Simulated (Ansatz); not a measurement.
System: pyrite RuS2. Method: PBE-D3(BJ) (Ansatz, a quantum-chemistry and plane-wave program, plane waves, PAW).

Numerical settings: plane-wave cutoff 520 eV, 6×6×6 k mesh, Fermi–Dirac smearing 0.01 eV, no spin polarisation, scalar-relativistic PAW data made under PBE.

Shape and atoms are relaxed at each volume.

Pressure at four volumes; x = ln(V/14.608 Å³). One pressure is withheld.

| V (Å³/atom) | x | P (GPa) |
|---|---|---|
| 14.024 | -0.0408 | ? |
| 14.316 | -0.0202 | 3.99 |
| 14.608 | 0.0000 | 0.00 |
| 15.193 | 0.0393 | -6.70 |

Q: Pass a parabola P(x) through the three rows shown, estimate the bulk modulus and its pressure derivative near zero pressure, and predict the withheld pressure.

A: Slopes between the rows: (0.00 − (3.99))/(0.0000 − (-0.0202)) = -197.52 and (-6.70 − (0.00))/(0.0393 − (0.0000)) = -170.48 GPa. Their difference over the span 0.0595 is c = 27.04/0.0595 = 454.5 GPa, so P(x) = 3.99 + (-197.52)(x − (-0.0202)) + 454.5 (x − (-0.0202))(x − (0.0000)). At the middle row B = −dP/dx = −[-197.52 + 454.5 × 0.0202] = 188.3 GPa, and B′ = dB/dP = 2c/B = 4.8. At x = -0.0408 the parabola gives 8.44 GPa; the run gives 8.47 GPa. The Birch–Murnaghan fit to the energies at all volumes has B0 = 188 GPa and B′ = 4.9.

Note: the bulk modulus comes from volumes at which shape and atoms were relaxed.
